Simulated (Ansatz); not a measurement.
`S[Si]Cl` + HCl → `Cl[Si]Cl` + H₂S at 298.15 K and 1 bar (ligand exchange at the Si–S bond).

Program: Ansatz. Geometries: PBE0-D4/def2-TZVP. ΔE: electronic, gas phase. CCSD(T)/CBS is frozen-core, at the limit of the def2 triple- and quadruple-zeta sets. Each species was taken in one conformer, which may not be the lowest.

```
   species  CCSD(T)/CBS energy (Eh)  H − E (kJ/mol)  S (J/(mol·K))
 `S[Si]Cl`              -1147.27489            43.9          293.5
       HCl               -460.38167            26.6          186.8
`Cl[Si]Cl`              -1208.69447            19.9          281.9
       H₂S               -398.97119            49.9          205.7
```

H − E and S are ideal-gas, rigid-rotor, harmonic terms from PBE0-D4/def2-TZVP, for one conformer and one mirror image of each species. 1 Eh = 2625.50 kJ/mol, R = 8.31446 J/(mol·K).

Task: By hand: ΔE, ΔH, ΔS and ΔG.

Result: ΔE = (-1208.69447) + (-398.97119) − (-1147.27489) − (-460.38167) = -0.00910 Eh = -23.9 kJ/mol. Δ(H − E) = 19.9 + 49.9 − 43.9 − 26.6 = -0.7, so ΔH = -24.6 kJ/mol. ΔS = 281.9 + 205.7 − 293.5 − 186.8 = 7.3 J/(mol·K). ΔG = -24.6 − 298.15 × (7.3)/1000 = -26.8 kJ/mol.

Task: By hand: the equilibrium constant, and the temperature at which ΔG would vanish if ΔH and ΔS stayed fixed.

Result: log₁₀ K = −ΔG/(RT ln 10) = 4.7. ΔH and −TΔS have one sign here, so there is no such temperature.

The number of gas molecules stays the same, so ΔS is small and ΔH decides. A doubt of 5 kJ/mol in ΔE shifts log₁₀ K by 0.9 here. Other conformers and mirror images would add mixing entropy, several J/(mol·K) or more a flexible species. These are equilibria of isolated gas molecules and say nothing of rates. Largest T1 diagnostic: 0.014 (customary marks: 0.02 for closed shells, 0.045 for open ones).

ΔS is within the doubt of such terms, so its sign, and with it that verdict, could turn.
